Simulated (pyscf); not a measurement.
Thermochemistry of product channels of HO–In (SMILES [OH][In]) [singlet] + CH₃• (SMILES [CH3]) on the doublet surface, in kcal/mol, from ωB97M-D3(BJ)/def2-TZVP energies (ideal gas, 1 atm, RRHO with modes under 100 cm⁻¹ raised to 100, one conformer, R ln 2 for rigid chiral ones). Optimised with ωB97X-D3(BJ)/def2-SVP in PySCF.

```json
[
 {"products": "[O=In]• (SMILES [O]=[In]) + CH₄ (SMILES C)", "ΔE": "+11.1", "ΔH(298 K)": "+13.9", "ΔG(900 K)": "+20.5", "ΔG(1200 K)": "+23.2"},
 {"products": "[H₃C–In–OH]• (SMILES [CH3][In][OH])", "ΔE": "-18.1", "ΔH(298 K)": "-14.9", "ΔG(900 K)": "+12.5", "ΔG(1200 K)": "+21.1"}
]
```

The channel to [H₃C–In–OH]• turns unfavourable between 298 and 1200 K (ΔG from -5.7 kcal/mol to +21.1 kcal/mol).

These are energies of the channels, which say nothing of barriers. The term symbol of open-shell O=In was not checked; spin-orbit terms and orbital degeneracy are left out. Elements past Kr carry the def2 core potentials, without spin-orbit coupling.
